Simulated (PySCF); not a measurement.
**How methods differ on the ionisation energy of Li**

Li [He] 2s1 (2S) → Li⁺ 1s2 (1S), as a difference of total energies. Computed with PySCF 2.14 in jorge-DZP-DKH (4s2p1d, 15 functions), with the spin-free X2C one-electron Hamiltonian (Gaussian nucleus). The calculations carry no spin-orbit coupling.

```tsv
method	ionisation energy (eV)
UHF	5.333
r2SCAN	5.389
LDA	5.461
```

For comparison: 5.392 eV (measured; NIST Atomic Spectra Database, ionization energies).
